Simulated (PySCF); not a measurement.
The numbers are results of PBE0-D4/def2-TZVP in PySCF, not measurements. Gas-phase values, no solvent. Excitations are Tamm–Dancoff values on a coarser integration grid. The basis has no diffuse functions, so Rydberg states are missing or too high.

Reference species (SMILES): `CB(C)Cl` (neutral, multiplicity 1).

```yaml
S1 oscillator strength: 0.000
S1 excitation (TDA): 5.84 eV
T1 excitation (TDA): 5.46 eV
S1–T1 gap (TDA): 0.38 eV
```

Changed species: `ClB(Cl)Cl` (0 of 3 Cl replaced by CH3; the reference has 2 of 3 Cl replaced by CH3).

### Question
Give the shifts of the S1 oscillator strength, S1 excitation (TDA), T1 excitation (TDA) and S1–T1 gap (TDA).

### Answer
the S1 oscillator strength stays essentially unchanged; the S1 excitation (TDA) drops by 0.12 eV, to 5.72 eV; the T1 excitation (TDA) increases by 0.06 eV, to 5.52 eV; the S1–T1 gap (TDA) falls by 0.18 eV, to 0.20 eV.
